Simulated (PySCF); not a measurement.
Phosphorus: a sound run and one with changed settings

Sound run: P [Ne] 3s2 3p3, P⁺ [Ne] 3s2 3p2. Computed with PySCF 2.14 in x2c-TZVPall (5s5p2d1f, 37 functions), with scalar relativity by spin-free X2C-1e. In the sound run the correlated levels freeze [Ne]. The sound run starts from symmetry-adapted Hartree-Fock orbitals and uses a fine grid where one is needed.

Changed run: basis STO-3G, all-electron and non-relativistic. This setting is unsound on purpose.

| species | method | sound run (hartree) | changed run (hartree) | converged |
| --- | --- | --- | --- | --- |
| P | UHF | -341.52608 | -336.86877 | yes |
| P | TPSS | -342.10602 | -337.37118 | yes |
| P | PBE | -341.92826 | -337.17906 | yes |
| P | MP2 | -341.60727 | -336.86877 | yes |
| P⁺ | UHF | -341.16228 | -336.62453 | yes |
| P⁺ | TPSS | -341.72087 | -337.10166 | yes |
| P⁺ | PBE | -341.54361 | -336.91194 | yes |
| P⁺ | MP2 | -341.22274 | -336.63238 | yes |
| P⁺ | CCSD(T) | -341.24555 | -336.63868 | yes |

Ionisation energy of P:

| method | sound run (eV) | changed run (eV) |
| --- | --- | --- |
| UHF | 9.900 | 6.646 |
| TPSS | 10.481 | 7.334 |
| PBE | 10.467 | 7.269 |
| MP2 | 10.463 | 6.433 |
| SCS-MP2 | 10.292 | 6.390 |

A minimal basis cannot let orbitals breathe on ionisation and holds almost no correlation. The Hamiltonian changed with the basis, so the totals do not compare.

For comparison, NIST gives 10.487 eV between the lowest levels.
